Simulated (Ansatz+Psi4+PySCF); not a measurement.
A calculation with Psi4 1.11.

```
molecule {
0 1
Na 0.000000 0.000000 1.576260
Na 0.000000 0.000000 -4.728790
}

set basis cc-pCVTZ
set reference rhf
set scf_type pk
set mp2_type conv
set cc_type conv
set num_frozen_docc 2
energy('mp2')
```

The input is written out from the run's settings.

Output:

* Converged: yes
* Reference energy: -323.67055 hartree
* Correlation energy: -0.55440 hartree
* Total energy: -324.22495 hartree
* Spin squared of the determinant: 0.000
* Occupied orbitals by symmetry in an Abelian subgroup (alpha; beta): 4 Ag 1 B2g 1 B3g 3 B1u 1 B2u 1 B3u; 4 Ag 1 B2g 1 B3g 3 B1u 1 B2u 1 B3u

Caution: large amplitudes, a single reference is doubtful; an unrestricted determinant lies well below.
